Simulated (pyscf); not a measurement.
Thermochemistry of product channels of `[OH-]` + `[CH2]=[CH2]` on the singlet surface, in kJ/mol, from CCSD(T)/def2-TZVPPD + ΔMP2(QZVPPD) energies (ideal gas, 1 atm, RRHO with modes under 100 cm⁻¹ raised to 100, one conformer, R ln 2 for rigid chiral ones). PySCF, gas phase, ωB97X-D3(BJ)/def2-SVPD geometries. Correlated levels are frozen-core, on RHF or UHF. ΔMP2 is the change of the MP2 total energy from the triple- to the quadruple-zeta basis.

```
products                         ΔE  ΔH(298 K)  ΔG(298 K)  ΔG(1200 K)
-----------------------  ----------  ---------  ---------  ----------
`[OH2]` + `[CH-]=[CH2]`       +80.8      +75.6      +68.1       +45.5
`[CH2-][CH2][OH]`        (withheld)       -1.5      +35.2  (withheld)
`[CH3][CH2][O-]`              -98.5      -92.0      -53.4       +66.4
```

### Question
Complete the blanks.

### Answer

- `[CH2-][CH2][OH]`, ΔE: -7.7
- `[CH2-][CH2][OH]`, ΔG(1200 K): +144.1

The channel to H₃C–CH₂–O⁻ turns unfavourable between 298 and 1200 K (ΔG from -53.4 kJ/mol to +66.4 kJ/mol).

These are energies of the channels, which say nothing of barriers. The CCSD(T) − MP2 part came from Ansatz, without density fitting, on the same reference.
